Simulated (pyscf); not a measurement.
H₃C–InH₂ -> H₃C–In [singlet] + H₂ (1,1-elimination; singlet surface; H–In, H–In broken, H–H formed). Single points on ωB97X-D3(BJ)/def2-SVP structures (PySCF, gas phase). Rate constants from transition-state theory at the high-pressure limit, ωB97M-D3(BJ)/def2-TZVP energies (ideal gas, 1 atm, RRHO with modes under 100 cm⁻¹ raised to 100, one conformer, R ln 2 for chiral ones without a mode under 150 cm⁻¹; no tunnelling), k in s⁻¹.

```csv
T (K),1000/T,log10 k
298,3.354,-28.48
600,1.667,-7.71
900,1.111,-0.83
1200,0.833,?
```

**Question.** Fit an Arrhenius line to the three values, give the activation energy, and predict k at 1200 K.

**Answer.** Least squares gives log10 k = 12.85 − 12.32 × 1000/T, so Ea = 12.32 × ln 10 × 1.987 = 56.4 kcal/mol, against an electronic barrier of 57.2. At 1200 K the line gives 2.58; the computed value is 2.61 (ΔG‡ = 59.2 kcal/mol), close to the line. This is the saddle that the search found; another between the same sides may lie lower. Elements past Kr carry the def2 core potentials, without spin-orbit coupling.
